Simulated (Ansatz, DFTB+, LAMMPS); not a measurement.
**Equilibrium lattice constant a of fcc Ca: levels of theory against measurement**

Reference value: 5.553 Å (measured, low-temperature or extrapolated to 0 K; zero-point anharmonic expansion removed; as tabulated in Csonka et al. (2009), arXiv:0903.4037).

Q: What do Lennard-Jones uff-vdw, GFN1-xTB, LDA, PBE, rVV10, r²SCAN+rVV10, HSE06 give, and how far is each from the reference?

A: 
```json
[
 {"level (code)": "Lennard-Jones uff-vdw (LAMMPS)", "value (Å)": "4.672", "error (%)": "-15.9"},
 {"level (code)": "GFN1-xTB (DFTB+)", "value (Å)": "6.860", "error (%)": "+24"},
 {"level (code)": "LDA (Ansatz)", "value (Å)": "5.337", "error (%)": "-3.89"},
 {"level (code)": "PBE (Ansatz)", "value (Å)": "5.526", "error (%)": "-0.49"},
 {"level (code)": "rVV10 (Ansatz)", "value (Å)": "5.458", "error (%)": "-1.71"},
 {"level (code)": "r²SCAN+rVV10 (Ansatz)", "value (Å)": "5.547", "error (%)": "-0.11"},
 {"level (code)": "HSE06 (Ansatz)", "value (Å)": "5.591", "error (%)": "+0.68"}
]
```

Leaving aside Lennard-Jones uff-vdw, which can be fitted to such values or carry a doubt: The best agreement in this table is that of r²SCAN+rVV10 (-0.11 %). GFN1-xTB (+24 %) lies farthest from it. Within 2 %: PBE, rVV10, r²SCAN+rVV10, HSE06. The least costly first-principles kind among them: DFT without exact exchange (PBE, rVV10, r²SCAN+rVV10).

Lennard-Jones uff-vdw, GFN1-xTB: the cell moved over 20 % in volume from its start. Lennard-Jones uff-vdw: this is a force field's van der Waals term alone, without bonds or charges. GFN1-xTB: the method was fitted mainly to molecules. Cutoffs and k meshes differ between the levels. Ansatz's density-functional and Hartree–Fock values are scalar-relativistic unless marked +SOC, with PAW data made under PBE.

Differences are worked out from the printed values.

Ansatz is an electronic-structure program.
